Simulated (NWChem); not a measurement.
All runs are NWChem calculations. System: methane (CH₄), charge 0, spin multiplicity 1, at a geometry optimised with PBE0/def2-SVP. Level: CCSDT/cc-pVDZ, 1 core orbitals frozen.

Part of the output:

```
             Northwest Computational Chemistry Package (NWChem) 7.3.0
             --------------------------------------------------------

                                NWChem Input Module
                                -------------------

 Scaling coordinates for geometry "geometry" by  1.889725989
 (inverse scale =  0.529177249)

 Turning off AUTOSYM since
 SYMMETRY directive was detected!

                             Geometry "geometry" -> ""
                             -------------------------

 Output coordinates in angstroms (scale by  1.889725989 to convert to a.u.)

  No.       Tag          Charge          X              Y              Z
 ---- ---------------- ---------- -------------- -------------- --------------
    1 C                    6.0000     0.00000000     0.00000000     0.00000000
    2 H                    1.0000     0.00000000     0.89658500     0.63398000
    3 H                    1.0000     0.00000000    -0.89658500     0.63398000
    4 H                    1.0000    -0.89658600     0.00000000    -0.63397900
    5 H                    1.0000     0.89658600     0.00000000    -0.63397900

 Effective nuclear repulsion energy (a.u.)      13.3364408017

            Nuclear Dipole moment (a.u.)
            ----------------------------
        X                 Y               Z
 ---------------- ---------------- ----------------
     0.0000000000     0.0000000000     0.0000037795

      Symmetry information
      --------------------

 Group name             C2v
 Group number             16
 Group order               4
 No. of unique centers     3

      Symmetry unique atoms

     1    2    4


 Summary of "ao basis" -> "" (spherical)
 ------------------------------------------------------------------------------
       Tag                 Description            Shells   Functions and Types
 ---------------- ------------------------------  ------  ---------------------
 *                          cc-pvdz                   on all atoms

 Summary of "ao basis" -> "ao basis" (spherical)
 ------------------------------------------------------------------------------
       Tag                 Description            Shells   Functions and Types
 ---------------- ------------------------------  ------  ---------------------
 C                          cc-pvdz                  6       14   3s2p1d
 H                          cc-pvdz                  3        5   2s1p

                                 NWChem SCF Module
                                 -----------------

  ao basis        = "ao basis"
  functions       =    34
  atoms           =     5
  closed shells   =     5
  open shells     =     0
  charge          =   0.00
  wavefunction    = RHF
  use symmetry    = T
  symmetry adapt  = T

 Summary of "ao basis" -> "ao basis" (spherical)
 ------------------------------------------------------------------------------
       Tag                 Description            Shells   Functions and Types
 ---------------- ------------------------------  ------  ---------------------
 C                          cc-pvdz                  6       14   3s2p1d
 H                          cc-pvdz                  3        5   2s1p

      Symmetry analysis of basis
      --------------------------

        a1         15
        a2          3
        b1          8
        b2          8

 Forming initial guess at       0.0s

      Superposition of Atomic Density Guess
      -------------------------------------

 Sum of atomic energies:         -39.66326211

      Non-variational initial energy
      ------------------------------

 Total energy =     -40.222865
 1-e energy   =     -78.110435
 2-e energy   =      24.551129
 HOMO         =      -0.513663
 LUMO         =       0.109917

      Symmetry analysis of molecular orbitals - initial
      -------------------------------------------------

  Numbering of irreducible representations:

     1 a1          2 a2          3 b1          4 b2

  Orbital symmetries:

     1 a1          2 a1          3 b1          4 b2          5 a1
     6 a1          7 a1          8 b1          9 b2         10 a1
    11 b2         12 b1         13 a1         14 b1         15 b2

 Starting SCF solution at       0.1s
[...]
   Bfn.  Coefficient  Atom+Function         Bfn.  Coefficient  Atom+Function
  ----- ------------  ---------------      ----- ------------  ---------------
     4      0.422234  1 C  px                25     -0.316839  4 H  s
    30      0.316839  5 H  s                  7      0.199310  1 C  px

 Vector    4  Occ=2.000000D+00  E=-5.405398D-01  Symmetry=b2
              MO Center= -1.5D-18,  1.0D-11,  3.1D-01, r^2= 1.2D+00
   Bfn.  Coefficient  Atom+Function         Bfn.  Coefficient  Atom+Function
  ----- ------------  ---------------      ----- ------------  ---------------
     5      0.422234  1 C  py                15      0.316839  2 H  s
    20     -0.316839  3 H  s                  8      0.199310  1 C  py

 Vector    5  Occ=2.000000D+00  E=-5.405389D-01  Symmetry=a1
              MO Center= -4.6D-12, -1.7D-12, -8.0D-08, r^2= 1.3D+00
   Bfn.  Coefficient  Atom+Function         Bfn.  Coefficient  Atom+Function
  ----- ------------  ---------------      ----- ------------  ---------------
     6      0.422234  1 C  pz                15      0.224039  2 H  s
    20      0.224039  3 H  s                 25     -0.224039  4 H  s
    30     -0.224039  5 H  s                  9      0.199311  1 C  pz

 Vector    6  Occ=0.000000D+00  E= 1.919964D-01  Symmetry=a1
              MO Center=  5.6D-17,  2.5D-16,  8.4D-07, r^2= 4.7D+00
   Bfn.  Coefficient  Atom+Function         Bfn.  Coefficient  Atom+Function
  ----- ------------  ---------------      ----- ------------  ---------------
     3      2.332683  1 C  s                 16     -0.843366  2 H  s
    21     -0.843366  3 H  s                 26     -0.843366  4 H  s
    31     -0.843366  5 H  s

 Vector    7  Occ=0.000000D+00  E= 2.727557D-01  Symmetry=b1
              MO Center=  1.9D-09,  2.9D-17, -8.4D-01, r^2= 3.9D+00
   Bfn.  Coefficient  Atom+Function         Bfn.  Coefficient  Atom+Function
  ----- ------------  ---------------      ----- ------------  ---------------
    26      1.828029  4 H  s                 31     -1.828029  5 H  s
     7      1.405867  1 C  px                 4      0.299452  1 C  px

 Vector    8  Occ=0.000000D+00  E= 2.727557D-01  Symmetry=a1
              MO Center= -1.9D-09, -7.8D-10,  1.2D-06, r^2= 4.6D+00
   Bfn.  Coefficient  Atom+Function         Bfn.  Coefficient  Atom+Function
  ----- ------------  ---------------      ----- ------------  ---------------
     9      1.405863  1 C  pz                16     -1.292611  2 H  s
    21     -1.292611  3 H  s                 26      1.292610  4 H  s
    31      1.292610  5 H  s                  6      0.299452  1 C  pz

 center of mass
 --------------
 x =   0.00000000 y =   0.00000000 z =   0.00000024

 moments of inertia (a.u.)
 ------------------
          11.572427581519           0.000000000000           0.000000000000
           0.000000000000          11.572440488792           0.000000000000
           0.000000000000           0.000000000000          11.572473955133

  Mulliken analysis of the total density
  --------------------------------------

    Atom       Charge   Shell Charges
 -----------   ------   -------------------------------------------------------
    1 C    6     6.15   2.00  0.63  0.46  2.01  1.01  0.04
    2 H    1     0.96   0.74  0.19  0.03
    3 H    1     0.96   0.74  0.19  0.03
    4 H    1     0.96   0.74  0.19  0.03
    5 H    1     0.96   0.74  0.19  0.03

       Multipole analysis of the density wrt the origin
       ------------------------------------------------

     L   x y z        total         open         nuclear
     -   - - -        -----         ----         -------
     0   0 0 0     -0.000000      0.000000     10.000000

     1   1 0 0     -0.000000      0.000000      0.000000
     1   0 1 0     -0.000000      0.000000      0.000000
     1   0 0 1      0.000000      0.000000      0.000004

     2   2 0 0     -6.232446      0.000000      5.741318
     2   1 1 0     -0.000000      0.000000      0.000000
     2   1 0 1      0.000000      0.000000      0.000000
     2   0 2 0     -6.232450      0.000000      5.741305
     2   0 1 1     -0.000000      0.000000      0.000000
     2   0 0 2     -6.232460      0.000000      5.741272

                   NWChem Extensible Many-Electron Theory Module
                   ---------------------------------------------


            General Information
            -------------------
      Number of processors :     1
         Wavefunction type : Restricted Hartree-Fock
          No. of electrons :    10
           Alpha electrons :     5
            Beta electrons :     5
           No. of orbitals :    68
            Alpha orbitals :    34
             Beta orbitals :    34
        Alpha frozen cores :     1
         Beta frozen cores :     1
     Alpha frozen virtuals :     0
      Beta frozen virtuals :     0
         Spin multiplicity : singlet
    Number of AO functions :    34
       Number of AO shells :    18
        Use of symmetry is : on
      Symmetry adaption is : on
         Schwarz screening : 0.10D-09

          Correlation Information
          -----------------------
          Calculation type : Coupled-cluster singles, doubles, & triples
   Perturbative correction : none
            Max iterations :      100
        Residual threshold : 0.10D-05
     T(0) DIIS level shift : 0.00D+00
     L(0) DIIS level shift : 0.00D+00
     T(1) DIIS level shift : 0.00D+00
     L(1) DIIS level shift : 0.00D+00
     T(R) DIIS level shift : 0.00D+00
     T(I) DIIS level shift : 0.00D+00
   CC-T/L Amplitude update :  5-th order DIIS
                I/O scheme : Global Array Library
        L-threshold :  0.10D-05
        EOM-threshold :  0.10D-05
 no EOMCCSD initial starts read in
 TCE RESTART OPTIONS
 SLICE:      F
 D4D5:       F
 quantumc:   F
 qrotation:  F
 pwtce:      F
 qducc:      F
 nacto:                         0
 nrotv:                         0
 nrot:                          0

            Memory Information
            ------------------
          Available GA space size is     249035644 doubles
          Available MA space size is     104855484 doubles

 Maximum block size supplied by input
 Maximum block size        24 doubles

 tile_dim =     12

 -------------------------------------------------

 Global array virtual files algorithm will be used

 Parallel file system coherency ......... OK

 4-electron integrals stored in orbital form

 v2    file size   =            90548
 4-index algorithm nr.  13 is used
 imaxsize =       30
 imaxsize ichop =        0
 IN MAPPING 1 for UCC(4),CCSDT,CCSDTQ


 CCSDT iterations
 --------------------------------------------------------
 Iter          Residuum       Correlation     Cpu    Wall
 --------------------------------------------------------
    1   0.3428997702676  -0.1616014750721     2.1     2.1
    2   0.0794123357327  -0.1792810042957     2.0     2.0
    3   0.0313620439182  -0.1864626082236     2.1     2.1
    4   0.0117293000521  -0.1882332571322     2.2     2.2
    5   0.0050802461964  -0.1889413424319     2.1     2.1
    6   0.0011251203271  -0.1893369564841     2.2     2.2
    7   0.0003870130957  -0.1893721981248     2.2     2.2
    8   0.0001759470254  -0.1893732232245     2.2     2.2
    9   0.0000877359747  -0.1893744985209     2.1     2.1
   10   0.0000453622297  -0.1893751122190     2.1     2.1
   11   0.0000064055773  -0.1893756222777     2.2     2.2
   12   0.0000020112153  -0.1893759093725     2.2     2.2
   13   0.0000007852228  -0.1893759918059     2.2     2.2
 --------------------------------------------------------
 Iterations converged
 CCSDT correlation energy / hartree =        -0.189375991805874
 CCSDT total energy / hartree       =       -40.387944405810615

 Singles contributions

 Doubles contributions

 Task  times  cpu:       29.0s     wall:       29.0s

 Total times  cpu:       29.1s     wall:       29.1s
```

Write an NWChem input that would produce this output.

One answer among several that fit: 
```
start mol
memory heap 100 mb stack 700 mb global 1900 mb
geometry units angstroms nocenter noautoz
  C      0.000000     0.000000    -0.000000
  H      0.000000     0.896585     0.633980
  H      0.000000    -0.896585     0.633980
  H     -0.896586     0.000000    -0.633979
  H      0.896586     0.000000    -0.633979
  symmetry group C2v
end
basis spherical
  * library cc-pvdz
end
scf
  rhf
  nopen 0
  maxiter 100
  thresh 1e-7
  semidirect memsize 60000000 filesize 0
end
tce
  freeze core 1
  ccsdt
  2eorb
  2emet 13
  thresh 1e-6
  maxiter 100
  tilesize 24
end
task tce energy
```
